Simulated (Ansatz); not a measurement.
```yaml
crystal:
  periodic: [false, false, false]
  atoms:
    - {symbol: Si, position_ang: [-1.049935, -0.007518, 0.003020]}
    - {symbol: Cl, position_ang: [0.960092, 0.006875, -0.002761]}
    - {symbol: H, position_ang: [-1.514698, 1.374791, 0.006452]}
    - {symbol: H, position_ang: [-1.496361, -0.705373, 1.203226]}
    - {symbol: H, position_ang: [-1.503289, -0.701742, -1.196695]}
basis:
  gaussian: {orbitals: def2-TZVP}
hamiltonian: {xc: pbe0}
relax: {f_tol: 0.004, max_steps: 80}
```

```sh
$ ansatz run in.yaml --threads 1 --pin off --events-out ev --progress --plain --max-ram 2176MiB
```

Steps of the relaxation (energy above the last step; positions in Å, forces in eV/Å):

```
5
step 1, 35.7 meV
Si   -1.050   -0.008    0.003   -0.354   -0.003    0.001
Cl    0.960    0.007   -0.003    0.948    0.007   -0.003
H    -1.515    1.375    0.006   -0.201    0.406    0.001
H    -1.496   -0.705    1.203   -0.195   -0.206    0.353
H    -1.503   -0.702   -1.197   -0.198   -0.205   -0.353
```

```
5
step 2, 2.7 meV
Si   -1.041   -0.007    0.003    0.059    0.000    0.000
Cl    1.017    0.007   -0.003   -0.117   -0.001    0.000
H    -1.536    1.382    0.007    0.019    0.125    0.000
H    -1.518   -0.709    1.210    0.020   -0.062    0.108
H    -1.525   -0.706   -1.203    0.020   -0.062   -0.108
```

```
5
step 3, 0.0 meV
Si   -1.050   -0.008    0.003    0.024    0.000    0.000
Cl    1.004    0.007   -0.003   -0.011    0.000    0.000
H    -1.529    1.394    0.007   -0.004   -0.002    0.000
H    -1.511   -0.715    1.220   -0.004    0.001   -0.002
H    -1.518   -0.711   -1.213   -0.004    0.001    0.002
```

```
5
step 5, 0.0 meV
Si   -1.049   -0.008    0.003    0.000    0.000    0.000
Cl    1.005    0.007   -0.003    0.000    0.000    0.000
H    -1.530    1.393    0.007    0.000    0.000    0.000
H    -1.511   -0.715    1.219    0.000    0.000    0.000
H    -1.518   -0.711   -1.213    0.000    0.000    0.000
```

Close pairs at the end: Si1–H3 1.481 Å, Si1–H4 1.481 Å, Si1–H5 1.481 Å, Si1–Cl2 2.054 Å.

A stationary point of restricted PBE0 after 5 steps (its stability towards spin polarisation wasn't tested); no frequencies were run, so it isn't proven a minimum. 9.5 s on 1 thread of Arm Neoverse V1, shared host.
